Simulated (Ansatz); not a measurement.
Consider a ladder of basis sets of CB (charge +1) (Ansatz's Python interface).

`cb.py`:
```python
"""How the energy of CB(+) converges with the basis."""

import ansatz

params = {
    "xc": "hf",
    "charge": 1,
}


def main() -> None:
    geometry_ang = [
        ("B", [0.0, 0.0, 0.0]),
        ("C", [0.0, 0.0, 1.625]),
    ]
    system = ansatz.Crystal.molecule()
    for symbol, xyz in geometry_ang:
        system = system.atom(symbol, xyz)

    setup = (
        system.calculation()
        .functional(params["xc"])
        .charge(params["charge"])
        .spin("collinear", total=2)
    )

    energies = {}
    for basis in ["STO-3G", "6-31G", "6-31G*", "def2-SVP", "def2-SVPD", "def2-TZVP", "def2-TZVPP"]:
        data = setup.basis(gaussian=basis).run(threads=1, backend="cpu").report
        size = data["n_frozen"] + data["n_occupied"][0] + data["n_virtual"][0]
        energies[basis] = (data["reference_energy_ev"] / 27.211386246, data["free_energy_ev"] / 27.211386246)
        print(f"{basis:14s} {size:4d} orbitals  reference {energies[basis][0]:14.6f} Ha  total {energies[basis][1]:14.6f} Ha")

    last = energies["def2-TZVPP"][1]
    for basis, (_, total) in energies.items():
        print(f"{basis:14s} lies {27.211386 * (total - last):9.4f} eV above def2-TZVPP")


if __name__ == "__main__":
    main()
```

How far does the total energy move along this ladder of basis sets?

Against STO-3G: 6-31G -726.2 mHa, 6-31G* -740.2 mHa, def2-SVP -684.3 mHa, def2-SVPD -686.7 mHa, def2-TZVP -755.4 mHa and def2-TZVPP -755.4 mHa. The last step alone is +0.00 mHa (these two sets differ little on atoms other than hydrogen).

The run itself:

```console
$ python cb.py
STO-3G           10 orbitals  reference     -61.243460 Ha  total     -61.243460 Ha
6-31G            18 orbitals  reference     -61.969658 Ha  total     -61.969658 Ha
6-31G*           30 orbitals  reference     -61.983648 Ha  total     -61.983648 Ha
def2-SVP         28 orbitals  reference     -61.927719 Ha  total     -61.927719 Ha
def2-SVPD        40 orbitals  reference     -61.930183 Ha  total     -61.930183 Ha
def2-TZVP        62 orbitals  reference     -61.998845 Ha  total     -61.998845 Ha
def2-TZVPP       62 orbitals  reference     -61.998845 Ha  total     -61.998845 Ha
STO-3G         lies   20.5551 eV above def2-TZVPP
6-31G          lies    0.7942 eV above def2-TZVPP
6-31G*         lies    0.4135 eV above def2-TZVPP
def2-SVP       lies    1.9354 eV above def2-TZVPP
def2-SVPD      lies    1.8684 eV above def2-TZVPP
def2-TZVP      lies    0.0000 eV above def2-TZVPP
def2-TZVPP     lies    0.0000 eV above def2-TZVPP
```

Caveats:
- The drop along the ladder measures the basis error, and is no property of the molecule.
- The geometry is a force-field or estimated start, not a minimum of this method, and the last set is no limit. Much of the fall in a total is atomic energy, which cancels in bond and reaction energies.
- The species is open-shell (spin multiplicity 3).
- The expectation value of S² is noticeably off S(S+1) in at least one run, so that state is spin-contaminated.
- Totals across families of basis sets mostly measure their core functions.
- The spin state was assumed, and another may lie lower.
- Finished in 2.2 s on 1 thread of Arm Neoverse V1, with other jobs on the host, peak memory 0.15 GiB.
